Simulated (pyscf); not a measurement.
Single points on ωB97X-D3(BJ)/def2-SVP structures (PySCF, gas phase).

SMILES: [TaH]([NH2])([NH2])([NH2])[NH2]
```xyz
14

N      1.3701    -0.3005     0.7139
Ta     0.1011     0.7733    -0.4231
N     -1.4847     2.0000    -0.6144
N     -1.2370    -0.6950    -0.0906
N      1.1246     2.3967     0.1876
H      2.3478    -0.0379     0.8328
H      1.1365    -1.0193     1.3934
H      0.6559     0.5007    -2.0893
H     -1.6240     2.9046    -0.1726
H     -2.3684     1.6877    -1.0150
H     -0.9610    -1.6720     0.0002
H     -2.2032    -0.5958     0.2087
H      0.9442     3.3267    -0.1889
H      1.7146     2.4831     1.0106
```
Charge 0, spin multiplicity 1.

Q: What is the homolytic dissociation enthalpy (298 K, ωB97M-D3(BJ)/def2-TZVP) of the H–Ta bond of H₂N–TaH(NH₂)(NH₂)–NH₂, to [H₂N–Ta(NH₂)(NH₂)–NH₂]• + H•?

A: H–Ta to [H₂N–Ta(NH₂)(NH₂)–NH₂]• + H•: 60.0 kcal/mol. The 7 functionals that were run give +57.1 (PBE0-D3(BJ)) to +61.9 kcal/mol (B3LYP-D3(BJ)). The radicals are drawn with the spin at the cut bond; how far it spreads was not checked. Other isomers of [H₂N–Ta(NH₂)(NH₂)–NH₂]• were not searched in full and may lie lower. Open-shell species with a d-block atom are single-reference here; other states, and whether the spin sits on metal or ligand, were not checked. Elements past Kr carry the def2 core potentials, without spin-orbit coupling.
